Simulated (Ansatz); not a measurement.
input.yaml

```yaml
crystal:
  periodic: [false, false, false]
  atoms:
    - { symbol: Al, position_ang: [0.003859, 0.126545, 0.12211] }
    - { symbol: F, position_ang: [-0.003294, 0.626556, 1.721155] }
    - { symbol: H, position_ang: [1.407878, 0.042547, -0.600514] }
    - { symbol: H, position_ang: [-1.399412, -0.031432, -0.589496] }
    - { symbol: H, position_ang: [0.06835, -2.088113, 0.627943] }
    - { symbol: H, position_ang: [0.05852, -1.759604, 1.320003] }
basis:
  gaussian: { orbitals: def2-SVP }
hamiltonian:
  xc: pbe0
  dispersion: d4
neb:
  order_check: false
  images: 5
  f_tol: 0.03
  max_iterations: 60
  spring: 50.0
  final_atoms:
    - { symbol: Al, position_ang: [0.01805568, -0.39090908, -0.17920719] }
    - { symbol: F, position_ang: [0.01474903, -0.08940316, 1.86154804] }
    - { symbol: H, position_ang: [1.39474883, 0.21526882, -0.68049036] }
    - { symbol: H, position_ang: [-1.3939858, 0.13951974, -0.6666494] }
    - { symbol: H, position_ang: [0.06048585, -1.90883466, 0.44158549] }
    - { symbol: H, position_ang: [0.04184741, -1.04914265, 1.82441441] }
  initial_path:
    images:
      - { positions_ang: [[0.003859, 0.126545, 0.12211], [-0.003294, 0.626556, 1.721155], [1.407878, 0.042547, -0.600514], [-1.399412, -0.031432, -0.589496], [0.06835, -2.088113, 0.627943], [0.05852, -1.759604, 1.320003]] }
      - { positions_ang: [[0.00187979, 0.08153293, 0.07815378], [-0.00273316, 0.42790127, 1.82405896], [1.3881629, 0.02228555, -0.66368416], [-1.38402373, -0.03049869, -0.65606615], [0.07308266, -1.97874841, 0.62209272], [0.05953253, -1.60597365, 1.39664586]] }
      - { positions_ang: [[-9.942e-05, 0.03652086, 0.03419756], [-0.00217232, 0.22924653, 1.92696291], [1.3684478, 0.0020241, -0.72685433], [-1.36863545, -0.02956538, -0.72263631], [0.07781532, -1.86938382, 0.61624244], [0.06054506, -1.4523433, 1.47328872]] }
      - { positions_ang: [[-0.00207862, -0.00849121, -0.00975866], [-0.00161147, 0.0305918, 2.02986687], [1.3487327, -0.01823735, -0.79002449], [-1.35324718, -0.02863208, -0.78920646], [0.08254798, -1.76001922, 0.61039217], [0.0615576, -1.29871295, 1.54993158]] }
      - { positions_ang: [[0.00463281, -0.13596383, -0.0662415], [0.00384203, -0.00940652, 1.9737606], [1.36407141, 0.05959804, -0.75351311], [-1.36682672, 0.02741853, -0.74835411], [0.07519393, -1.80962437, 0.55412327], [0.05498753, -1.21552285, 1.64142586]] }
      - { positions_ang: [[0.01134425, -0.26343645, -0.12272435], [0.00929553, -0.04940484, 1.91765432], [1.37941012, 0.13743343, -0.71700174], [-1.38040626, 0.08346913, -0.70750176], [0.06783989, -1.85922952, 0.49785438], [0.04841747, -1.13233275, 1.73292013]] }
      - { positions_ang: [[0.01805568, -0.39090908, -0.17920719], [0.01474903, -0.08940316, 1.86154804], [1.39474883, 0.21526882, -0.68049036], [-1.3939858, 0.13951974, -0.6666494], [0.06048585, -1.90883466, 0.44158549], [0.04184741, -1.04914265, 1.82441441]] }
```

Launched with:

```bash
$ ansatz run input.yaml --threads 1 --pin off --max-ram 2048MiB --backend cpu --events-out ev --progress --plain --runs-dir out
```

Hardware: 1 thread of Intel(R) Xeon(R) Platinum 8488C (Sapphire Rapids) (shared host).

Question: Roughly how long does this run take, and how much memory?

Answer: 26 s, with a peak of 0.12 GiB, for 6 band iterations.
